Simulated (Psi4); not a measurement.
# A workflow on [BCl2]+ (SMILES Cl[B+]Cl)

Wanted: a geometry optimisation (PBEh-3c/def2-mSVP), then the harmonic vibrations, then the energy (SCS-MP2/aug-cc-pVDZ) of [BCl2]+. 

The calculation is run with Psi4 1.11.

## (1) The molecule

[BCl2]+: 3 atoms, total charge +1, spin state singlet. As SMILES, `Cl[B+]Cl`. Geometry: a GFN2-xTB relaxation, a rough one for these elements and not checked as a minimum. The run starts from this shape.

Bond lengths: Cl1–B2 1.572 Å, B2–Cl3 1.572 Å. Angles: Cl1–B2–Cl3 179.8°.

## (2) A structure relaxation at PBEh-3c/def2-mSVP (density fitting) (run 1)

Contents of run.py:

```python
import psi4

psi4.set_memory('1600 MB')
psi4.set_num_threads(1)
psi4.core.set_output_file('output.dat', False)

mol = psi4.geometry("""
1 1
Cl    -2.34019904     1.44843728    -1.11739506
B      0.00139840     0.00257003     0.00103935
Cl     2.33880064    -1.45100731     1.11633681
units au
symmetry c1
""")

psi4.set_options({
    'geom_maxiter': 60,
})

energy_value = psi4.optimize("pbeh-3c", molecule=mol)
print(f'pbeh-3c energy: {energy_value:.10f} Eh')
print(mol.to_string(dtype='xyz', units='Angstrom'))
for k, v in sorted(psi4.core.scalar_variables().items()):
    print(f'{k:45s} {v:18.10f}')
```

Started as:

```sh
$ python run.py
```

output.dat:

```text
gradient() will perform analytic gradient computation.

   => Loading Basis Set <=

    Name: DEF2-MSVP
    Role: ORBITAL
    Keyword: BASIS

   => PBEH3C: Empirical Dispersion <=

        s6 =       1.000000
        s8 =       0.000000
        a1 =       0.486000
        a2 =       4.500000

         ---------------------------------------------------------
                                   SCF
                              RKS Reference
                        1 Threads,   1525 MiB Core
         ---------------------------------------------------------

  ==> Geometry <==

    Molecular point group: c1
    Full point group: Cs

    Geometry (in Bohr), charge = 1, multiplicity = 1:

[... 151 lines left out ...]
   @DF-RKS iter   6:  -943.91184962042280   -3.65683e-07   1.53255e-06 DIIS
[... 47 lines left out ...]
    Total Energy =                       -943.9118496257417519
[... 264 lines left out ...]
   @DF-RKS iter   2:  -943.20761861592428   -1.14622e-01   2.07912e-02 DIIS/ADIIS
[... 26 lines left out ...]
    Nuclear Repulsion Energy =            103.9560430170958796
[... 112 lines left out ...]
	   Step    Total Energy     Delta E     Max Force     RMS Force      Max Disp      RMS Disp
[... 102 lines left out ...]
    Final Occupation by Irrep:
[... 115 lines left out ...]
	                                 ==> Convergence Check <==
[... 112 lines left out ...]
    Final Occupation by Irrep:
[... 115 lines left out ...]
	                                 ==> Convergence Check <==
[... 1 line left out ...]
	Measures of convergence in internal coordinates in au.

	Criteria marked as inactive (o), active & met (*), and active & unmet ( ).

	----------------------------------------------------------------------------------------------
	   Step    Total Energy     Delta E     Max Force     RMS Force      Max Disp      RMS Disp
	----------------------------------------------------------------------------------------------
	  Convergence Criteria     1.00e-06 *    3.00e-04 *             o    1.20e-03 *             o
	----------------------------------------------------------------------------------------------
	     4    -943.91382671   -3.30e-07 *    6.53e-05 *    3.87e-05 o    2.85e-04 *    1.49e-04 o  ~
	----------------------------------------------------------------------------------------------

Next Geometry in Ang
	Fragment 1 (Ang)

	   Cl   0.7874132419   1.3995129538  -0.0000000000
	    B   0.0003194161  -0.0001806057   0.0000000000
	   Cl  -0.7874232777  -1.3995080883  -0.0000000000

    Final optimized geometry and variables:
    Molecular point group: c1
    Full point group: Cs

    Geometry (in Bohr), charge = 1, multiplicity = 1:

    CL           1.487840570705     2.644714634799    -0.000000000000
    B            0.000853285268    -0.000484699504     0.000000000000
    CL          -1.488109212006    -2.644562036002    -0.000000000000

[set-up sections that repeat, and orbital energies of the middle runs, are left out above]
```

The script printed:

```text
Some dependencies such as QCElemental have not yet finished migration to pydantic v2. If issues are encountered please downgrade pydantic or upgrade QCElemental as appropriate
Optimizer: Optimization complete!
pbeh-3c energy: -943.9138267080 Eh
3
1 1 BCl2
Cl                    0.787331323127     1.399522713461     0.000000000000
B                     0.000451539118    -0.000256491932     0.000000000000
Cl                   -0.787473481982    -1.399441961656     0.000000000000

CURRENT ENERGY                                   -943.9138267080
CURRENT REFERENCE ENERGY                         -943.9138267080
DD SOLVATION ENERGY                                 0.0000000000
DFT FUNCTIONAL TOTAL ENERGY                      -943.9138779887
DFT TOTAL ENERGY                                 -943.9138267080
DFT VV10 ENERGY                                     0.0000000000
DFT XC ENERGY                                     -34.8275751902
DISPERSION CORRECTION ENERGY                       -0.0010603626
GRID ELECTRONS ALPHA                               19.0000021465
GRID ELECTRONS BETA                                19.0000021465
GRID ELECTRONS TOTAL                               38.0000042930
NUCLEAR REPULSION ENERGY                          103.6415035755
ONE-ELECTRON ENERGY                             -1497.8286010698
OPTIMIZATION ITERATIONS                             4.0000000000
PBEH3C DISPERSION CORRECTION ENERGY                -0.0010603626
PCM POLARIZATION ENERGY                             0.0000000000
PE ENERGY                                           0.0000000000
SCF ITERATION ENERGY                             -943.9138267080
SCF ITERATIONS                                      6.0000000000
SCF TOTAL ENERGY                                 -943.9138267080
TWO-ELECTRON ENERGY                               485.1007946958
XC GRID RADIAL POINTS                              75.0000000000
XC GRID SPHERICAL POINTS                          302.0000000000
XC GRID TOTAL POINTS                            62606.0000000000
```

Wall time 7.5 s (1 thread of Intel Xeon 6975P-C (Granite Rapids), shared host); peak memory 0.32 GiB.

Step by step:

| step | energy from the first frame kept (eV) | largest force (eV/Å) |
| --- | --- | --- |
| 0 | 0.0000 | 1.6357 |
| 1 | -0.0527 | 0.2186 |
| 2 | -0.0538 | 0.0187 |
| 3 | -0.0538 | 0.0022 |

After the run. Bond lengths: Cl1–B2 1.606 Å, B2–Cl3 1.606 Å. Angles: Cl1–B2–Cl3 180.0°.

## (3) Vibrational wavenumbers at PBEh-3c/def2-mSVP (density fitting) (run 2)

Contents of bcl2.dat:

```
memory 1600 mb

molecule {
  1 1
  Cl     0.000000     0.000000    -1.605788
  B      0.000000     0.000000     0.000002
  Cl     0.000000     0.000000     1.605786
  units angstrom
}

set reference rks
set t 400.0
set rotational_symmetry_number 2

freq("pbeh-3c")
```

Started as:

```sh
$ psi4 -n 1 bcl2.dat bcl2.out
```

bcl2.out:

```text
Psi4 1.11 release

         ----------------------------------------------------------
                                   FINDIF
         ----------------------------------------------------------

  Using finite-differences of gradients to determine vibrational frequencies and
  normal modes. Resulting frequencies are only valid at stationary points.
    Generating geometries for use with 3-point formula.
    Displacement size will be 5.00e-03.
    Number of atoms is 3.
    Number of irreps is 4.
    Number of SALCs is 6.
    Translations projected? 1. Rotations projected? 0.
    Index of SALCs per irrep:
      1 :  0  1
      2 :
      3 :  2  3
      4 :  4  5
    Number of SALCs per irrep:
      Irrep 1: 2
      Irrep 2: 0
      Irrep 3: 2
      Irrep 4: 2
    Number of geometries (including reference) is 9.
    Number of displacements per irrep:
      Irrep 1: 4
      Irrep 2: 0
      Irrep 3: 2
      Irrep 4: 2
 9 displacements needed ...

[... 267 lines left out ...]
 Dipole Y            :          0.0000000            0.0000000            0.0000000
[... 215 lines left out ...]
 Dipole Y            :          0.0000000            0.0000000            0.0000000
[... 168 lines left out ...]
 Dipole Z            :         -0.0015565            0.0001689           -0.0013875
[... 184 lines left out ...]
 Dipole Z            :         -0.0042467            0.0004611           -0.0037857
[... 208 lines left out ...]
    Weights Tolerance      =       1.00E-15
[... 268 lines left out ...]
    Weights Tolerance      =       1.00E-15
[... 187 lines left out ...]
                           Total Energy        Delta E     RMS |[F,P]|
[... 169 lines left out ...]
   @DF-RKS iter SAD:  -944.29338626223330   -9.44293e+02   0.00000e+00
[... 192 lines left out ...]
    Translational S                         40.548 [cal/(mol K)]      169.652 [J/(mol K)]       0.06461713 [mEh/K] (mol. weight = 80.9470 [u], P = 101325.00 [Pa])
[... 49 lines left out ...]
  Gibbs free energy, G = H - T * S
    Electronic contrib to G beyond E_e       0.000 [kcal/mol]        0.000 [kJ/mol]       0.00000000 [Eh]
    Translational contrib to G             -14.232 [kcal/mol]      -59.546 [kJ/mol]      -0.02268004 [Eh]
    Rotational contrib to G                 -5.806 [kcal/mol]      -24.293 [kJ/mol]      -0.00925285 [Eh]
    Vibrational contrib to G                 3.229 [kcal/mol]       13.511 [kJ/mol]       0.00514620 [Eh]
  Correction G                             -16.809 [kcal/mol]      -70.328 [kJ/mol]      -0.02678670 [Eh]
  Total G, Gibbs energy at  400.00 [K]                                                 -943.94061343 [Eh]
  *** Absolute Gibbs energy, not a free energy of formation ***

    Psi4 run time: 0:00:13.36

[set-up sections that repeat, and orbital energies of the middle runs, are left out above]
```

On the terminal:

```text
Warning: used thermodynamics relations inappropriate for low-frequency modes: ['323.9601' '323.9602' '583.0366']
```

Wall time 14 s (1 thread of Intel Xeon 6975P-C (Granite Rapids), shared host); peak memory 0.3 GiB.

## (4) The energy at SCS-MP2/aug-cc-pVDZ (density fitting) (run 3)

Contents of job.inp:

```
memory 1.6 GB

molecule geom {
  1 1
  Cl     0.626513     1.392639     0.495006
  B      0.000189    -0.000658     0.000027
  Cl    -0.627079    -1.393364    -0.495401
  symmetry c1
}

set globals {
  basis       aug-cc-pVDZ
  freeze_core true
}

result = energy("scs-mp2")
print_variables()
```

Started as:

```sh
$ psi4 -i job.inp -o job.out -n 1
```

job.out:

```text
Psi4 1.11 release

   => Loading Basis Set <=

    Name: AUG-CC-PVDZ
    Role: ORBITAL
    Keyword: BASIS

         ---------------------------------------------------------
                                   SCF
                              RHF Reference
                        1 Threads,   1525 MiB Core
         ---------------------------------------------------------

  ==> Geometry <==

    Molecular point group: c1
    Full point group: Cs

    Geometry (in Angstrom), charge = 1, multiplicity = 1:

       Center              X                  Y                   Z               Mass
    ------------   -----------------  -----------------  -----------------  -----------------
         CL           0.787245558471     1.399570863740    -0.000000000000    34.968852682000
         B            0.000450905207    -0.000256506768    -0.000000000000    11.009305360000
         CL          -0.787387517750    -1.399490107263     0.000000000000    34.968852682000

  Running in c1 symmetry.

[... 80 lines left out ...]
   @RHF iter   3:  -943.44972445978703   -7.29871e-03   3.35378e-04 ADIIS/DIIS
[... 4 lines left out ...]
   @RHF iter   8:  -943.45030130908356   -9.65088e-10   3.93980e-08 DIIS
[... 37 lines left out ...]
    Nuclear Repulsion Energy =            103.6415125401093462
[... 18 lines left out ...]
 Dipole Y            :         -0.0004673            0.0001707           -0.0002966
[... 73 lines left out ...]
  E_CONVERGENCE                 => 1e-06           !
[... 68 lines left out ...]
  RMS_MOGRAD_CONVERGENCE        => (empty)
[... 55 lines left out ...]
	SCS-MP2-VDW Total Energy (a.u.)    :  -943.82505266229759
[... 29 lines left out ...]
  "SCF TOTAL ENERGY"                     =>    -943.450301309093
[... 9 lines left out ...]
  "SOS-PI-MP2 TOTAL ENERGY"              =>    -943.807844859522
[... 2 lines left out ...]
  Array Variable Map:
  ----------------------------------------------------------------------------
  "CURRENT DIPOLE"                       =>       0.000497918159 ... 0.000000000000 1 by 3
  "SCF DIPOLE"                           =>       0.000497918159 ... 0.000000000000 1 by 3
  "SCF TOTAL ENERGIES"                   =>    -943.643570198451 ... -943.450301309093 1 by 10

    Psi4 run time: 0:00:05.62
```

Run time: 6.6 s. Hardware: 1 thread of Intel Xeon 6975P-C (Granite Rapids), shared host; peak memory 0.39 GiB.

## (5) Results

```
                                                                        quantity             value
                               run 1, PBEh-3c/def2-mSVP: total energy at the end     -943.91383 Eh
                                           run 1, PBEh-3c/def2-mSVP: HOMO energy         -18.28 eV
                                           run 1, PBEh-3c/def2-mSVP: LUMO energy          -7.73 eV
                                         run 1, PBEh-3c/def2-mSVP: HOMO–LUMO gap          10.54 eV
                            run 2, PBEh-3c/def2-mSVP: lowest harmonic wavenumber          324 cm⁻¹
                           run 2, PBEh-3c/def2-mSVP: highest harmonic wavenumber         1519 cm⁻¹
                                     run 2, PBEh-3c/def2-mSVP: zero-point energy       16.4 kJ/mol
run 2, PBEh-3c/def2-mSVP: ideal-gas entropy at 400 K (symmetry number 2 as used)  61.5 cal/(mol K)
                                        run 3, SCS-MP2/aug-cc-pVDZ: total energy     -943.78867 Eh
                 run 3, SCS-MP2/aug-cc-pVDZ: HOMO energy (Hartree–Fock orbitals)         -20.29 eV
                 run 3, SCS-MP2/aug-cc-pVDZ: LUMO energy (Hartree–Fock orbitals)          -4.34 eV
               run 3, SCS-MP2/aug-cc-pVDZ: HOMO–LUMO gap (Hartree–Fock orbitals)          15.96 eV
        run 3, SCS-MP2/aug-cc-pVDZ: correlation energy (11 core orbitals frozen)        -338.4 mEh
```

What this shows: The optimisation (run 1, PBEh-3c/def2-mSVP) took 4 steps and changed the energy by -0.054 eV. All 4 modes are real, so the shape is a minimum at this level.
